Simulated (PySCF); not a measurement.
Gas-phase reaction: vinylsilane + C4H8 (cyclic) = (CH3)2SiH2 + C4H6 (butadiene). Level: M06-2X/def2-TZVP†; standard pressure 1 bar.

Method: PySCF energies plus ideal-gas RRHO corrections (1 bar). † marks an energy on the PBE0/def2-TZVP geometry and frequencies. All species are closed-shell singlets. The harmonic model lacks anharmonicity and excited electronic states, which grow with temperature; levels with a mode under 35 cm⁻¹ are left out. Internal rotation in vinylsilane, (CH3)2SiH2, C4H6 (butadiene) is treated as a harmonic vibration of one conformer, which makes the entropy rough.

```
T (K)  1000/T (1/K)  log10 K
-----  ------------  -------
600          1.6667     9.56
800          1.2500     7.64
1000         1.0000     6.50
1200         0.8333     5.74
1400         0.7143     5.20
1600         0.6250        ?
```

**Question.** Fit log10 K = a + b·(1000/T) to the five rows, get the mean ΔH° and ΔS°, and predict log10 K at 1600 K.

**Answer.** Means: 1000/T = 1.0929, log10 K = 6.928. Sums of products about the means: Sxy = 2.62448, Sxx = 0.573287, so b = Sxy/Sxx = 4.58 and a = 6.928 − (4.58)×1.0929 = 1.92.
ΔH° = −R ln 10 × 1000 K × b = −19.145 × (4.58) = -88 kJ; ΔS° = R ln 10 × a = 37 J/K. The run's own values go from -89 kJ and 35 J/K at 600 K to -87 kJ and 37 J/K at 1600 K.
Prediction at 1600 K: 1.92 + (4.58)×0.6250 = 4.78. The computed value is 4.79, 0.01 from the line.
For scale, ΔH°(298 K) is -93 kJ at this level, -89 kJ at ωB97M-V/def2-TZVP†, and runs from -120 to 39 kJ over the 19 levels computed.
